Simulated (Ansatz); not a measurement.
Results of BLYP in Ansatz (plane waves, PAW) for bcc V.

Input file:

Ansatz 0.2 input:
```yaml
crystal:
  lattice:
    - [-1.5136, 1.5136, 1.5136]
    - [1.5136, -1.5136, 1.5136]
    - [1.5136, 1.5136, -1.5136]
  atoms:
    - { symbol: V, position: [0.0, 0.0, 0.0] }
basis:
  ecutwfc: 520
  ecutrho_ratio: 4
  xc_grid: 2
kpoints:
  mp_grid: { grid: [26, 26, 26] }
hamiltonian:
  xc: blyp
  dispersion: none
  pseudopotentials: { kind: paw }
scf:
  occupations: { method: fermi_dirac, width: 0.05 }
  convergence: { dr2_threshold: 0.0000000001 }
output:
  forces: false
  stress: true
  eigenvalues: true
```

### Question
How many irreducible k-points, plane waves at Γ does the program set up, and what pressure does the run end with?

### Answer
511 irreducible k-points, 369 plane waves at Γ; P = -0.31 GPa, so the cell is stretched and would shrink at this level.

Excerpt of the program's output:

```
Crystal: 1 atoms, lattice volume = 13.871 Å³
Basis set: ecut = 520 eV, 369 PW (Γ), exchange–correlation on 40×40×40 points (8 copies of the dense FFT grid, shifted against one another)
Bands: 11, of which v1, the nominal top of the filled ones, is band 7 counted from 1 (6 counted from 0)
Symmetry: 48 space group operations
Space group: Im-3m (ITA 229), of the structure as read, at distance tolerance 2.4e-5 Å
k-points: 511 of 17576
Functional: x = b88, c = lyp
SCF iter   1: F=—  HF=-2918.949066 eV  |F-HF|=—  |Δ(HF+E_count)|=         —  Δρ=2.18e-2  dr2=5.99e-2
SCF iter   2: F=—  HF=-2918.937397 eV  |F-HF|=—  |Δ(HF+E_count)|=   1.17e-2  Δρ=1.14e-2  dr2=1.18e-2
  ...
SCF iter   6: F=—  HF=-2918.933453 eV  |F-HF|=—  |Δ(HF+E_count)|=   2.58e-8  Δρ=1.39e-6  dr2=1.78e-10
SCF iter   7: F=-2918.933453 eV  HF=-2918.933453 eV  |F-HF|=4.55e-13  |Δ(HF+E_count)|=  1.16e-10  Δρ=5.65e-8  dr2=2.60e-13
SCF 1 converged in 7 iterations: F = -2918.933453 eV  dr2 = 2.60e-13
SCF converged after 7 iterations
Free energy (F): -2918.933453 eV
Internal energy: -2918.917495 eV  (E = F + TS)
E sigma→0 (E₀):  -2918.925474 eV
Fermi energy:    16.453755 eV
--- Stress (GPa, compression-positive) ---
       -0.310338      -0.000000      -0.000000
       -0.000000      -0.310338       0.000000
       -0.000000       0.000000      -0.310338
  P = ⅓ Tr σ = -0.3103 GPa (-3.103 kbar)
```

The PAW data were made under PBE.

Note: cell and atoms aren't relaxed at this level (pressure -0.3 GPa).

Ansatz is an electronic-structure program.
